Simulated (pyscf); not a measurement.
Single points on ωB97X-D3(BJ)/def2-SVP structures (PySCF, gas phase).

What is the homolytic dissociation enthalpy (298 K, ωB97M-D3(BJ)/def2-TZVP) of the H–Si bond of `[CH3][SiH2][CH2][Cl]`, to H₃C–SiH•–CH₂–Cl + H•?

H–Si to H₃C–SiH•–CH₂–Cl + H•: 388.6 kJ/mol. The 7 functionals that were run give +359.0 (PBE) to +388.6 kJ/mol (ωB97M-D3(BJ)). H₃C–SiH₂–CH₂–Cl lies 124.7 kJ/mol over its isomer H₃C–CH₂–SiH₂–Cl, and others may lie lower still (electronic energy, ωB97M-D3(BJ)). H₃C–SiH•–CH₂–Cl lies 182.0 kJ/mol over its isomer H₃C–Si•(CH₃)–Cl, and others may lie lower still (electronic energy, ωB97M-D3(BJ)).
